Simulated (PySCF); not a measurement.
# Neon: a sound run and one with changed settings

Sound run: Ne [Ne], Ne⁺ [He] 2s2 2p5. Calculation: PySCF 2.14, in cc-pVTZ-DK; scalar relativity by spin-free X2C-1e. In the sound run the correlated levels freeze 1s2. The sound run starts from symmetry-adapted Hartree-Fock orbitals and uses a fine grid where one is needed.

Changed run: initial guess minao, at most 50 SCF cycles.

```json
{"species": "Ne", "method": "UHF", "sound run (hartree)": "-128.66875", "changed run (hartree)": "-128.66875", "converged": "yes"}
{"species": "Ne", "method": "MN15", "sound run (hartree)": "-129.05006", "changed run (hartree)": "-129.05006", "converged": "yes"}
{"species": "Ne", "method": "CCSD(T)", "sound run (hartree)": "-128.93963", "changed run (hartree)": "-128.93963", "converged": "yes"}
{"species": "Ne⁺", "method": "M06-2X", "sound run (hartree)": "-128.27660", "changed run (hartree)": "-128.27660", "converged": "yes"}
{"species": "Ne⁺", "method": "MP2", "sound run (hartree)": "-128.14355", "changed run (hartree)": "-128.14355", "converged": "yes"}
```

Here the plain start reaches the same solutions.
